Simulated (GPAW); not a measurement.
# PBE/real-space grid (scalar-relativistic datasets) run of [PO2]+ (SMILES O=[P+]=O)

Wanted: a geometry optimisation of [PO2]+. Input form: an ASE script.

The results are computed with GPAW 26.7.0.

14 further runs of the same task are left out: 6 that didn't finish, 8 set aside as unsound or not needed.

### Step 1. The structure to begin with

[PO2]+: 3 atoms, total charge +1, spin state singlet. SMILES: `O=[P+]=O`. Geometry: embedded from SMILES. The run starts from this shape.

Bond lengths: O1–P2 1.511 Å, P2–O3 1.511 Å. Angles: O1–P2–O3 180.0°.

### Step 2. A geometry optimisation at PBE/real-space grid (scalar-relativistic datasets)

The input, calc.py:

```python
from ase import Atoms
from ase.io import write
from ase.optimize import MDMin
from gpaw import GPAW
from gpaw.utilities.adjust_cell import adjust_cell
from rdkit import Chem
from rdkit.Chem import AllChem

rd = Chem.AddHs(Chem.MolFromSmiles('O=[P+]=O'))
AllChem.EmbedMolecule(rd, randomSeed=657)
AllChem.UFFOptimizeMolecule(rd)
system = Atoms([a.GetSymbol() for a in rd.GetAtoms()], positions=rd.GetConformer().GetPositions())
write('start.xyz', system)
adjust_cell(system, 4.5, h=0.18)

dft = GPAW(mode='fd', h=0.18, xc='PBE', charge=1, maxiter=100, txt='-')
system.calc = dft

opt = MDMin(system, trajectory='O2P.traj')
converged = opt.run(fmax=0.05, steps=100)
print('Converged:', converged)
print(f'Final energy = {system.get_potential_energy():.5f} eV')
write('relaxed.xyz', system)
```

Command:

```
$ python3 calc.py
```

Output:

```text
[...]
Number of symmetries: 4
[...]
  Number of IBZ points: 1
[...]
Spin-components: 1 (collinear spins)
Bands:           12
[...]
  Valence electrons: 17.0
[...]
  Grid points: [68 52 52]
  Charge: 1.0  # |e|
[...]
    cutoffs:
[...]
occupation numbers:
  # Zero width
[...]
xc functional:
  name: PBE with 2 nearest neighbor stencil
[...]
|iter     |     time |      energy | eigst |  dens |
[...]
|iter:   1| 00:00:07 |  -16.479574 | +1.15 |       |
[...]
Converged in 14 steps
[...]
dipole moment: (6.120000, 4.680000, 4.680000)  # |e|*Ang
Fermi level: -15.726
[...]
Converged in 11 steps
[...]
Converged in 8 steps
[...]
Converged in 9 steps
[...]
Converged in 8 steps
[...]
|iter:   8| 00:05:54 |   -7.894224c| -7.80c| -5.48c|
Converged in 8 steps
[...]
Energy contributions relative to reference atoms: (reference = -13384.618261)
Energy contributions:
  Kinetic:          11.491122
  Coulomb:         -11.926727
  Zero:              0.895089
  External:          0.000000
  Xc:               -8.353708
  Entropy:           0.000000
  Spinorbit:         0.000000
  ----------------------------
  Free energy:      -7.894224
  Extrapolated:     -7.894224
dipole moment: (6.120028, 4.680021, 4.680021)  # |e|*Ang
Fermi level: -15.747
Eigenvalues  # (at kpt = [0.000, 0.000, 0.000])
| band index |      eig [eV] | occ [0-2] |
|------------|---------------|-----------|
|          0 |       -35.654 |     2.000 |
|          1 |       -34.554 |     2.000 |
|          2 |       -22.132 |     2.000 |
|          3 |       -19.617 |     2.000 |
|          4 |       -19.202 |     2.000 |
|          5 |       -19.202 |     2.000 |
|          6 |       -17.669 |     2.000 |
|          7 |       -17.669 |     2.000 |
|          8 |       -13.825 |     0.000 |
|          9 |       -10.892 |     0.000 |
|         10 |       -10.892 |     0.000 |
|         11 |        -4.145 |     0.000 |
Gap: 3.845 eV
Transition (v -> c):
[...]
Forces  # eV/Ang
|        x |        y |       z |
|----------|----------|---------|
| -0.02478 | -0.03809 | 0.00000 |  # O    0
|  0.00000 |  0.00000 | 0.00000 |  # P    1
|  0.02478 |  0.03809 | 0.00000 |  # O    2
Force computation time: 0.155  # s
MDMin:   13 hh:mm:ss       -7.894224        0.045441
Converged: True
Final energy = -7.89422 eV
```

Run time: 5.9 min. Hardware: 1 thread of AMD EPYC (Zen 3), shared host; peak memory 0.55 GiB.

The path in brief:

```
step  energy from the first frame kept (eV)  largest force (eV/Å)
   0                                 0.0000                2.9535
   1                                -0.1662                0.3862
   2                                -0.1680                0.1436
   3                                -0.1683                0.0742
   4                                -0.1684                0.0854
   5                                -0.1693                0.1437
   6                                -0.1691                0.2384
   7                                -0.1697                0.2213
   8                                -0.1705                0.1196
   9                                -0.1712                0.0975
  10                                -0.1706                0.1319
  11                                -0.1711                0.1569
  12                                -0.1709                0.0817
  13                                -0.1717                0.0454
```

After the run. Bond lengths: O1–P2 1.457 Å, P2–O3 1.457 Å. Angles: O1–P2–O3 180.0°.

### Step 3. Summary of results

Level: PBE/real-space grid (scalar-relativistic datasets).

| quantity | value |
| --- | --- |
| energy as printed (from the program's reference atoms) | -7.8942 eV |
| HOMO energy | -17.67 eV |
| LUMO energy | -13.82 eV |
| HOMO–LUMO gap | 3.84 eV |

At the final geometry: Bond lengths: O1–P2 1.457 Å, P2–O3 1.457 Å. Angles: O1–P2–O3 180.0°. The optimisation took 13 steps and changed the energy by -0.172 eV.
